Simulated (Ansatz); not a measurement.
Rock-salt KCl was calculated with PBE (PAW; Ansatz, a quantum-chemistry and plane-wave program).

Total energies, extrapolated to zero smearing (they compare only within this program, potentials and cutoff; free atoms with spin allowed, lowest state found):

```json
[
 {"system": "rock-salt KCl, relaxed", "energy (eV/atom)": "-1310.6131"},
 {"system": "free K atom", "energy (eV/atom)": "-1536.9153"},
 {"system": "free Cl atom", "energy (eV/atom)": "-1078.0161"}
]
```

### Question
Work out the cohesive energy per atom.

### Answer
E_coh = [1 × (-1536.9153) + 1 × (-1078.0161)]/2 − (-1310.6131) = 3.15 eV/atom. The reference value is 3.37 ± 0.007 eV/atom (measured, zero-point energy (Debye estimate) added; relative to neutral atoms; as tabulated in Doll and Stoll (1997), arXiv:cond-mat/9707218), a difference of -0.22 eV/atom.

The PAW data were made under PBE.
